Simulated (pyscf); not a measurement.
## Four-centre exchange: `[SiH3][NH][SiH3]` + `[ClH]` → `[SiH3][NH][SiH2][Cl]` + `[H][H]`

Gas phase, singlet surface, charge 0. Bonds broken: Si1–H4, Cl11–H12. Bonds formed: Si1–Cl11, H4–H12. Optimised with ωB97X-D3(BJ)/def2-SVP in PySCF.

Transition state (Å):

```xyz
12

Si    -0.8683     0.9159     1.2809
N     -0.1927    -0.3826     0.3407
Si    -0.1486    -0.5381    -1.4017
H     -2.3850     0.0476     1.3256
H     -0.2066     0.7863     2.5909
H     -0.8743     2.0314     0.3205
H      0.1221    -1.1967     0.8658
H      1.1899    -1.0254    -1.8426
H     -0.4202     0.8117    -1.9682
H     -1.1769    -1.4921    -1.9165
Cl    -2.5171     2.3424     2.5390
H     -2.6339     0.7756     1.7741
```

One imaginary mode, 790i cm⁻¹; descent along it reached the two sides named.

```csv
bond,change,reactant side (Å),saddle,product side
Si1–H4,breaks,1.499,1.748,4.2
Cl11–H12,breaks,1.284,1.747,3.0
Si1–Cl11,forms,3.5,2.517,2.081
H4–H12,forms,2.512,0.891,0.761
```

Electronic energies relative to the separated reactants (kJ/mol):

| level | barrier | reaction energy | reverse barrier |
|---|---|---|---|
| ωB97X-D3(BJ)/def2-TZVP | 121.2 | -101.8 | 223.0 |
| PBE/def2-TZVP | 97.0 | -91.4 | 188.5 |
| r²SCAN/def2-TZVP | 104.8 | -99.2 | 203.9 |
| B3LYP-D3(BJ)/def2-TZVP | 117.7 | -95.2 | 212.8 |
| PBE0-D3(BJ)/def2-TZVP | 106.4 | -94.1 | 200.5 |
| M06-2X/def2-TZVP | 119.2 | -102.2 | 221.5 |
| ωB97M-D3(BJ)/def2-TZVP | 124.2 | -93.0 | 217.2 |
| HF/def2-TZVP | 197.3 | -79.6 | 276.9 |

With ωB97M-D3(BJ)/def2-TZVP energies and thermal terms (ideal gas, 1 atm, RRHO with modes under 100 cm⁻¹ raised to 100, one conformer, R ln 2 for rigid chiral ones), in kJ/mol:

```csv
T (K),ΔH‡,ΔG‡,ΔH,ΔG
298,123.7,166.6,-97.5,-88.3
600,123.5,210.3,-94.3,-80.3
900,124.7,253.5,-92.3,-73.8
1200,126.2,296.2,-91.3,-67.8
```

This is the saddle that the search found; another between the same sides may lie lower.
